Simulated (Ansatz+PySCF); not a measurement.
Values are calculated unless marked as measured or tabulated.
Input for Ansatz (development build ahead of 0.2.0):

```yaml
crystal:
  periodic: [false, false, false]
  atoms:
    - { symbol: C, position_ang: [0.65948, 0.0, -0.05647] }
    - { symbol: H, position_ang: [1.11692, -0.94047, 0.12785] }
    - { symbol: H, position_ang: [1.11692, 0.94047, 0.12785] }
    - { symbol: F, position_ang: [-0.68164, 0.0, 0.01174] }
basis:
  gaussian: { orbitals: cc-pVTZ }
magnetization:
  initial_magnetization: 1
hamiltonian:
  xc: hf
correlation:
  method: ccsd_t
  frozen_orbitals: { C: 1, F: 1, H: 0 }
```

The input is written out in the form of the current development build from the run's settings. Correlation on restricted open-shell orbitals is semicanonical, with singles.

The run gave:

```json
{
  "Converged": "yes",
  "Reference energy": "-138.45647 hartree",
  "Correlation energy": "-0.43033 hartree",
  "Total energy": "-138.88680 hartree",
  "Spin squared of the determinant": "0.750",
  "Stability test": "minimum among restricted orbitals",
  "T1 diagnostic": "0.018",
  "Occupied orbitals by symmetry in an Abelian subgroup (alpha; beta)": "7 A' 2 A''; 6 A' 2 A''"
}
```
